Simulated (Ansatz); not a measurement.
# The standard entropy of CH2O2 (formic acid) from a frequency calculation

A singlet with charge 0, relaxed at PBE0-D4/def2-TZVP (Ansatz 0.2.0):

```xyz
5

O    -0.3871   -0.4257    1.2053
C    -0.2309   -0.3472    0.0240
O     0.4570    0.6133   -0.5980
H    -0.6318   -1.0550   -0.7151
H     0.7928    1.2147    0.0838
```

Harmonic wavenumbers in cm⁻¹: 636, 693, 1063, 1150, 1317, 1404, 1854, 3064, 3765.

Masses in u: O 15.999, C 12.011, H 1.008. Take T = 298.15 K, p = 1 bar, R = 8.3145 J/(mol K), kT/hc = 207.22 cm⁻¹, rigid rotor and harmonic oscillator.

Question: Compute the standard molar entropy.

Answer: 
1. Translation (Sackur–Tetrode): S = R[3/2 ln M + 5/2 ln T − 1.1517] with M = 46.025 gives 156.6 J/(mol K).
2. Rotation: principal moments 6.451, 41.454, 47.905 u Å² give A, B, C = 2.613, 0.4067, 0.3519 cm⁻¹; the symmetry number is σ = 1; q = (√π/σ)√((kT/hc)³/ABC) = 8646; S = R(ln q + 3/2) = 87.8.
3. Vibration: with u = ν̃/207.22, each mode gives R[u/(eᵘ − 1) − ln(1 − e⁻ᵘ)]; the sum is 3.7, most from 636 cm⁻¹ (1.6), 693 cm⁻¹ (1.3), 1063 cm⁻¹ (0.3).
4. Electronic: R ln 1 = 0.0, from the spin multiplicity alone.
5. Sum: 156.6 + 87.8 + 3.7 + 0.0 = 248.1 J/(mol K).

No measured value is set beside it here.
